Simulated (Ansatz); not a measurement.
The reference is PtS2 in the CdI2 type structure (space group P-3m1, No. 164; layered, stacked along the Cartesian z axis).

```
CELL_PARAMETERS angstrom
      3.55229     0.00000     0.00000
     -1.77615     3.07638     0.00000
      0.00000     0.00000     5.12797
ATOMIC_POSITIONS crystal
  Pt 0.00000 0.00000 0.00000
  S  0.33333 0.66667 0.23907
  S  0.66667 0.33333 0.76093
```

Level of theory: r2SCAN+rVV10 (Ansatz, a first-principles code; PAW; 500 eV plane waves; no spin-orbit coupling).

| level | lattice parameter a | lattice parameter c |
|---|---|---|
| r2SCAN+rVV10 | 3.552 Å | 5.128 Å |

Measured: lattice parameter a 3.542 Å (temperature not stated; as listed in Torbjörn Björkman, The Journal of Chemical Physics (2014)); lattice parameter c 5.036 Å (temperature not stated; corrected from measurement; as listed in Torbjörn Björkman, The Journal of Chemical Physics (2014)).

Computed minus measured — lattice parameter a: r2SCAN+rVV10 +0.3 %; lattice parameter c: r2SCAN+rVV10 +1.8 %. Measured values not marked as corrected hold thermal and zero-point effects that the static-lattice runs lack.

Stability against distortions was not tested.
